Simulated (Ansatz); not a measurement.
Write a Python script for Ansatz 0.2.0, Python API that makes a rigid torsion scan of CH5BO, SMILES CBO. Use (for the species named): PBE0, 6-31G* basis, multiplicity 1.

```xyz
8

C    -0.5444    0.6393   -0.3111
B     0.5593   -0.1464    0.3816
O     0.3031   -1.5272    0.7722
H    -1.4241    0.0626   -0.4360
H    -0.2492    1.0061   -1.3434
H    -0.8384    1.5896    0.2916
H     1.6352    0.3683    0.5944
H     0.6508   -2.0495   -0.0051
```

Script `torsion.py`:
```python
'''Energy of CH5BO as one group turns about a bond.'''

import ansatz as az
from ase import Atoms

params = {
    'basis': '6-31G*',
    'xc': 'pbe0',
    'fmax': 0.02,
    'level': 'mp2',
}


def main() -> None:
    atoms = Atoms(['C', 'B', 'O', 'H', 'H', 'H', 'H', 'H'], positions=[
        [-0.5444, 0.6393, -0.3111],
        [0.5593, -0.1464, 0.3816],
        [0.3031, -1.5272, 0.7722],
        [-1.4241, 0.0626, -0.436],
        [-0.2492, 1.0061, -1.3434],
        [-0.8384, 1.5896, 0.2916],
        [1.6352, 0.3683, 0.5944],
        [0.6508, -2.0495, -0.0051],
    ])

    # relax first, so that the scan starts from a minimum
    first = (
        az.Crystal.molecule_from_ase(atoms).calculation()
        .basis(gaussian=params['basis'])
        .functional(params['xc'])
        .relax(force_tolerance=params['fmax'], max_steps=80)
    )
    atoms.positions = first.run().report['positions_ang']

    start = atoms.get_dihedral(2, 1, 0, 3)
    energies = {}
    for turn in range(0, 121, 20):
        turned = atoms.copy()
        turned.set_dihedral(2, 1, 0, 3, start + turn, indices=[0, 3, 4, 5])
        setup = (
            az.Crystal.molecule_from_ase(turned).calculation()
            .basis(gaussian=params['basis'])
            .correlation(params['level'])
        )
        energies[round((start + turn) % 360)] = setup.run().report['free_energy_ev']
    floor = min(energies.values())
    print('dihedral O2-B1-C0-H3 (deg)   E - E(min) (eV)')
    for angle, e in sorted(energies.items()):
        print(f'{angle:8d} {(e - floor):14.3f}  ' + '#' * int(30 * (e - floor) / max(max(energies.values()) - floor, 1e-9)))


if __name__ == '__main__':
    main()
```

```console
$ python torsion.py
dihedral O2-B1-C0-H3 (deg)   E - E(min) (eV)
      19          0.009  ######
      39          0.031  ####################
      59          0.046  ##############################
      79          0.043  ############################
      99          0.028  ##################
     119          0.015  #########
     359          0.000
```

Reading the output:
- The scan is rigid and the energies are electronic, in a modest basis. With rigid groups the curve can differ much from the relaxed path, the start wasn't checked as a minimum of this torsion, and equivalent turns needn't return to the same energy.
- The start is relaxed with a density functional and scanned with the wavefunction method, so it isn't exactly that method's minimum.
- Run time: 17 s on 1 thread of Arm Neoverse V2 (shared host), peak memory 0.2 GiB.
